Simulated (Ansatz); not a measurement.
Predict the output of the script below (the Python package of Ansatz (0.2.0)).

The script reads `os.xyz`:
```text
2

S     0.00000    0.00000    0.00000
O     0.00000    0.00000    1.58500
```

Script `os_run.py`:
```python
from dataclasses import dataclass

import ansatz
import numpy as np


@dataclass
class Options:
    basis: str = "def2-SVP"
    functional: str = "r2scan"


cfg = Options()

mol = ansatz.Crystal.molecule_from_extxyz("os.xyz")

calc = mol.calculation().basis(gaussian=cfg.basis).functional(cfg.functional).spin("collinear", total=2)
symbols = [site.symbol for site in mol.cartesian_sites]
start = np.array([site.position_ang for site in mol.cartesian_sites], dtype=float)
report = calc.relax(force_tolerance=0.01, max_steps=100).run().report
end = np.array(report["positions_ang"])
print("final positions (A) and the move of each atom")
for symbol, xyz, old in zip(symbols, end, start):
    print(f"{symbol:2s} {xyz[0]:10.5f} {xyz[1]:10.5f} {xyz[2]:10.5f}   {np.linalg.norm(xyz - old):7.4f}")

minimum = ansatz.Crystal.molecule()
for symbol, place in zip(symbols, end):
    minimum = minimum.atom(symbol, place.tolist())
at_minimum = minimum.calculation().spin("collinear", total=2)
level = lambda method, basis: at_minimum.basis(gaussian=basis).correlation(method).run().report
small, large, cluster = level("mp2", "cc-pVDZ"), level("mp2", "cc-pVTZ"), level("ccsd_t", "cc-pVDZ")
corr = lambda each: (each["free_energy_ev"] - each["reference_energy_ev"]) / 27.211386246
mp2_limit = (27 * corr(large) - 8 * corr(small)) / 19
pieces = {"HF / cc-pVTZ": large["reference_energy_ev"] / 27.211386246, "MP2 correlation, DZ-TZ limit": mp2_limit, "CCSD(T) - MP2 / cc-pVDZ": corr(cluster) - corr(small)}
for name, value in pieces.items():
    print(f"{name:32s} {value:14.6f} Ha")
print(f"{'sum':32s} {sum(pieces.values()):14.6f} Ha")
print("T1 diagnostic", round(cluster["correlation"]["coupled_cluster"]["t1_diagnostic"], 4))
```

```console
$ python os_run.py
final positions (A) and the move of each atom
S     0.00000   -0.00000    0.03569    0.0357
O    -0.00000    0.00000    1.54931    0.0357
HF / cc-pVTZ                        -472.399839 Ha
MP2 correlation, DZ-TZ limit          -0.413312 Ha
CCSD(T) - MP2 / cc-pVDZ               -0.021379 Ha
sum                                 -472.834530 Ha
T1 diagnostic 0.0169
```

Total energies depend on the basis set; only differences at equal settings carry meaning. The sum leaves out core correlation, relativity, the Hartree-Fock basis error and zero-point energy; a DZ-TZ extrapolation is rough. The species is open-shell (spin multiplicity 3). Inner cores stay frozen, so this is valence correlation. For Al to Cl the sets with a tight d function, cc-pV(X+d)Z, are usual. The spin state was assumed, and another may lie lower. It ran for 6 s on 1 thread of Intel(R) Xeon(R) 6975P-C (Granite Rapids), on a shared host, peak memory 0.18 GiB.

(Lines on the test bed's own set-up are left out of the output.)
